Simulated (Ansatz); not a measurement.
in.yaml

```yaml
crystal:
  periodic: [false, false, false]
  atoms:
    - {symbol: Br, position_ang: [0.000000, 0.000000, 0.000000]}
    - {symbol: Li, position_ang: [0.000000, 0.000000, 2.512400]}
basis:
  gaussian: {orbitals: cc-pVDZ}
total_charge: 1
magnetization: {spin_polarized: false, initial_magnetization: 1}
correlation: {active_space: {ras: {orbitals: [3, 1, 22], electrons: 7, max_holes: 2, max_particles: 2}, fixed_orbitals: true}}
accuracy: high
```

```sh
$ ansatz run in.yaml --threads 1 --pin off --events-out ev --progress --plain --max-ram 2393MiB
```

The program prints:

```
739 factors; integrals over basis functions are off by at most 4.6e-9 eV
mean field evaluation 1: about -70194.5253 eV, gradient 1.3e1 eV
mean field evaluation 2: about -70194.5327 eV, gradient 1.3e1 eV
mean field evaluation 4: about -70195.0254 eV, gradient 4.0e-1 eV
mean field evaluation 8: about -70195.0268 eV, gradient 2.3e-4 eV
mean field evaluation 16: about -70195.0268 eV, gradient 1.5e-5 eV
mean field evaluation 32: about -70194.3570 eV, gradient 4.8e-1 eV
mean field -70195.02678642 eV, -2579.6196545027 hartree, gradient 3.1e-8 eV, S^2 0.750000; 9 other end points of the search recorded, 0 dependent functions left out
reference -70195.02678642 eV, -2579.6196545027 hartree; 19, 18 occupied and 22, 23 virtual orbitals, 739 factors
state -70197.99547725 eV, -2579.7287518788 hartree
Total energy: -70197.99547725 eV, -2579.7287518788 hartree
```

Ran on 1 thread of Arm Neoverse V1, shared host: 2 s wall, 0.1 GiB peak host memory.
